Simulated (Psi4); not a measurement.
**O3 (ozone): CCSD/def2-TZVPP**

Aim: the vertical singlet–triplet gap of O3 (ozone) at CCSD/def2-TZVPP, from 2 runs. Input form: a Python script.

The results are computed with Psi4 1.11.

3 further runs of the same task are left out: 1 that didn't finish, 2 set aside as unsound or not needed.

### 1 Starting point

O3: 3 atoms, total charge 0, spin state singlet. SMILES: `O=[O+][O-]`. Geometry: relaxed at PBE0-D4/def2-TZVP.

Bond lengths: O1–O2 1.238 Å, O2–O3 1.238 Å. Angles: O1–O2–O3 118.4°.

### 2 A single-point energy at CCSD/def2-TZVPP

Contents of run.py:

```python
import psi4

psi4.set_memory(1600000000)
psi4.set_num_threads(1)
psi4.core.set_output_file('psi4.out', False)

geom = psi4.geometry("""
0 1
O      0.848700    -0.535900     0.409500
O     -0.228900    -0.317600    -0.159400
O     -0.619800     0.853500    -0.250100
symmetry c1
""")

psi4.set_options(dict(puream=True, e_convergence=1e-09, d_convergence=1e-08, scf_type='pk', num_frozen_docc=3))

e, wfn = psi4.energy("ccsd/def2-TZVPP", molecule=geom, return_wfn=True)
print(f'total energy {e:.8f} hartree = {e * 27.211386:.5f} eV')
for k, v in sorted(psi4.core.scalar_variables().items()):
    print(f'{k:45s} {v:18.10f}')
```

Launch:

```
$ python run.py
```

psi4.out:

```text
[...]
  Running in c1 symmetry.
[...]
  Nuclear repulsion =   70.641648328371076
[...]
  Multiplicity = 1
[...]
  Nalpha       = 12
  Nbeta        = 12
[...]
    Number of basis functions: 93
[...]
   @RHF iter   1:  -224.20446337786029   -4.23445e-01   7.15543e-03 ADIIS/DIIS
[...]
   @RHF iter  12:  -224.36280830305759   -8.78231e-12   8.78453e-09 DIIS
[...]
    Orbital Energies [Eh]
    ---------------------
    Doubly Occupied:
       1A    -20.921617     2A    -20.700619     3A    -20.700553
       4A     -1.787943     5A     -1.456175     6A     -1.080929
       7A     -0.849056     8A     -0.810209     9A     -0.805125
      10A     -0.564089    11A     -0.545449    12A     -0.490914
[...]
  @RHF Final Energy:  -224.36280830305759
   => Energetics <=
    Nuclear Repulsion Energy =             70.6416483283710761
    One-Electron Energy =                -448.5835571292416262
    Two-Electron Energy =                 153.5791004978129877
    Total Energy =                       -224.3628083030575908
[...]
 Multipole Moments:
 ------------------------------------------------------------------------------------
     Multipole            Electronic (a.u.)      Nuclear  (a.u.)        Total (a.u.)
 ------------------------------------------------------------------------------------
 L = 1.  Multiply by 2.5417464519 to convert [e a0] to [Debye]
 Dipole X            :         -0.2197875            0.0000000           -0.2197875
 Dipole Y            :         -0.2527110           -0.0000000           -0.2527110
 Dipole Z            :         -0.0000000            0.0000000           -0.0000000
 Magnitude           :                                                    0.3349170
[...]
      * MP2 total energy                      = -225.123620967944760
[...]
      * CCSD total energy                     = -225.095846258840453
```

On the terminal:

```text
total energy -225.09584626 hartree = -6125.16996 eV
CC D1 DIAGNOSTIC                                    0.0688709329
CC D2 DIAGNOSTIC                                    0.2573560250
CC NEW D1 DIAGNOSTIC                                0.0688709329
CC T1 DIAGNOSTIC                                    0.0247130914
CCSD CORRELATION ENERGY                            -0.7330379558
CCSD DOUBLES ENERGY                                -0.7330379558
CCSD ITERATIONS                                    18.0000000000
CCSD OPPOSITE-SPIN CORRELATION ENERGY              -0.5656271992
CCSD SAME-SPIN CORRELATION ENERGY                  -0.1674107566
CCSD SINGLES ENERGY                                 0.0000000000
CCSD TOTAL ENERGY                                -225.0958462588
CURRENT CORRELATION ENERGY                         -0.7330379558
CURRENT ENERGY                                   -225.0958462588
CURRENT REFERENCE ENERGY                         -224.3628083031
DD SOLVATION ENERGY                                 0.0000000000
HF KINETIC ENERGY                                 224.0483422631
HF POTENTIAL ENERGY                              -448.4111505661
HF TOTAL ENERGY                                  -224.3628083031
HF VIRIAL RATIO                                     2.0014035633
MP2 CORRELATION ENERGY                             -0.7608126649
MP2 DOUBLES ENERGY                                 -0.7608126649
MP2 OPPOSITE-SPIN CORRELATION ENERGY               -0.5574616396
MP2 SAME-SPIN CORRELATION ENERGY                   -0.2033510253
MP2 SINGLES ENERGY                                 -0.0000000000
MP2 TOTAL ENERGY                                 -225.1236209679
NUCLEAR REPULSION ENERGY                           70.6416483284
ONE-ELECTRON ENERGY                              -448.5835571292
PCM POLARIZATION ENERGY                             0.0000000000
PE ENERGY                                           0.0000000000
SCF ITERATION ENERGY                             -224.3628083031
SCF ITERATIONS                                     12.0000000000
SCF TOTAL ENERGY                                 -224.3628083031
TWO-ELECTRON ENERGY                               153.5791004978
```

It took 46 s on 1 thread of AMD EPYC 7R43 (Zen 3), shared host; peak memory 0.84 GiB.

### 3 The triplet, same level

Contents of job.py:

```python
import psi4

psi4.set_memory('1600 MB')
psi4.set_num_threads(1)
psi4.core.set_output_file('psi4.out', False)

m = psi4.geometry("""
0 3
O      0.848700    -0.535900     0.409500
O     -0.228900    -0.317600    -0.159400
O     -0.619800     0.853500    -0.250100
symmetry c1
""")

psi4.set_options({
    'basis': 'def2-TZVPP',
    'reference': 'uhf',
    'puream': True,
    'e_convergence': 1e-09,
    'd_convergence': 1e-08,
    'scf_type': 'pk',
    'num_frozen_docc': 3,
    'maxiter': 100,
})

e_tot, wfn = psi4.energy("ccsd", return_wfn=True)
print(f'total energy {e_tot:.8f} hartree = {e_tot * 27.211386:.5f} eV')
```

Launch:

```
$ python job.py
```

psi4.out:

```text
[...]
  Running in c1 symmetry.
[...]
  Nuclear repulsion =   70.641648328371076
[...]
  Multiplicity = 3
[...]
  Nalpha       = 13
  Nbeta        = 11
[...]
    Number of basis functions: 93
[...]
   @UHF iter   1:  -224.19674488281197   -4.15726e-01   6.44179e-03 ADIIS/DIIS
[...]
   @UHF iter  19:  -224.34415677290545   -9.20863e-12   8.71247e-09 DIIS
[...]
   @S^2 Observed:                2.074973297E+00
[...]
    Orbital Energies [Eh]
    ---------------------
    Alpha Occupied:
       1A    -20.895166     2A    -20.707217     3A    -20.707183
       4A     -1.818059     5A     -1.492530     6A     -1.153267
       7A     -0.937091     8A     -0.873454     9A     -0.838835
      10A     -0.648201    11A     -0.610856    12A     -0.600368
      13A     -0.521298
    Alpha Virtual:
      14A      0.288418    15A      0.356778    16A      0.433032
      17A      0.495778    18A      0.508240    19A      0.558904
      20A      0.602888    21A      0.608290    22A      0.608601
      23A      0.630475    24A      0.637194    25A      0.698380
[...]
  @UHF Final Energy:  -224.34415677290545
   => Energetics <=
    Nuclear Repulsion Energy =             70.6416483283710761
    One-Electron Energy =                -448.7423346203585197
    Two-Electron Energy =                 153.7565295190820223
    Total Energy =                       -224.3441567729054498
  UHF NO Occupations:
  HONO-2 :   11  A 1.9785816
  HONO-1 :   12  A 1.0000000
[...]
 Multipole Moments:
 ------------------------------------------------------------------------------------
     Multipole            Electronic (a.u.)      Nuclear  (a.u.)        Total (a.u.)
 ------------------------------------------------------------------------------------
 L = 1.  Multiply by 2.5417464519 to convert [e a0] to [Debye]
 Dipole X            :         -0.1573966            0.0000000           -0.1573966
 Dipole Y            :         -0.1809452           -0.0000000           -0.1809452
 Dipole Z            :          0.0000000            0.0000000            0.0000000
 Magnitude           :                                                    0.2398225
[...]
      * MP2 total energy                      = -225.037575990180557
[...]
      * CCSD total energy                     = -225.034200875245347
```

On the terminal:

```text
total energy -225.03420088 hartree = -6123.49250 eV
```

Run time: 2.2 min. Hardware: 1 thread of AMD EPYC 7R43 (Zen 3), shared host; peak memory 0.89 GiB.

### 4 Outcome

At CCSD/def2-TZVPP, 3 core orbitals frozen:

```
                                                           quantity          value
                                              singlet: total energy  -225.09585 Eh
                       singlet: HOMO energy (Hartree–Fock orbitals)      -13.36 eV
                       singlet: LUMO energy (Hartree–Fock orbitals)       -0.75 eV
                     singlet: HOMO–LUMO gap (Hartree–Fock orbitals)       12.60 eV
               singlet: correlation energy (3 core orbitals frozen)     -733.0 mEh
                                             singlet: T1 diagnostic          0.025
                                              triplet: total energy  -225.03420 Eh
triplet: HOMO energy (Hartree–Fock orbitals) (highest over α and β)      -11.56 eV
 triplet: LUMO energy (Hartree–Fock orbitals) (lowest over α and β)       -1.32 eV
               triplet: correlation energy (3 core orbitals frozen)     -690.0 mEh
                         triplet: ⟨S²⟩ of the reference determinant          2.075
                                             triplet: T1 diagnostic          0.039
                   vertical energy of the triplet above the singlet       1.677 eV
```

In words: At this shape the triplet lies 1.68 eV (162 kJ/mol) above the singlet. The T1 diagnostic (singlet) of 0.025 is above the customary mark for such species, so a single reference may not serve.
